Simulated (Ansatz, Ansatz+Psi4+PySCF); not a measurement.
```xyz
3

O     0.0000    0.0000   -1.5475
C     0.0000    0.0000   -0.4836
S     0.0000    0.0000    0.9551
```

Basis set: cc-pVTZ (spherical functions). Correlated methods keep 7 orbitals frozen. Charge 0, multiplicity 1.

Computed with Ansatz (development build ahead of 0.2.0); each method stands on the lowest determinant of its kind that the runs found. Restricted open shells among the atoms or ions are ROHF, correlated in semicanonical orbitals with singles.

(1) Give the atomization energy at this shape (free ground-state atoms in the same class of orbitals less the molecule, no zero-point energy) of singlet COS by RHF-MP2, RHF.

Results:

(1)

```json
{"method": "RHF-MP2", "atomization energy": "13.55 eV"}
{"method": "RHF", "atomization energy": "8.55 eV"}
```

Caution: no unrestricted run beside it, a lower state can exist; the shape is not the minimum.
